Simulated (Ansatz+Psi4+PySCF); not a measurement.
**triplet S2: levels of theory in one basis**

```yaml
atoms:
  - { symbol: S, position_ang: [0.0000, 0.0000, 1.1521] }
  - { symbol: S, position_ang: [0.0000, 0.0000, -1.1521] }
```

Basis set: cc-pV(T+d)Z (spherical functions). Correlated methods keep 10 orbitals frozen. Correlation on ROHF uses semicanonical orbitals with singles. Charge 0, multiplicity 3.

Computed with Ansatz (development build ahead of 0.2.0); each method stands on the lowest determinant of its kind that the runs found.

```tsv
method	E − E(ROHF) (eV)	<S²> of the determinant
ROHF	0.00	2.00
UHF	-0.30	2.03
ROHF-MP2	-8.28	–
UHF-MP2	-8.21	2.03
ROHF-CCSD	-9.50	–
UHF-CCSD	-9.51	2.03
ROHF-CCSD(T)	-10.15	–
UHF-CCSD(T)	-10.14	2.03
ROHF-CCSDT	-10.27	–
```

Caution: the determinant breaks the point group. Caution for ROHF-MP2, UHF-MP2, ROHF-CCSD, UHF-CCSD, ROHF-CCSD(T), UHF-CCSD(T), ROHF-CCSDT: large amplitudes, a single reference is doubtful. Caution for ROHF-MP2, UHF-MP2, ROHF-CCSD(T), UHF-CCSD(T): another reference gives a lower total.
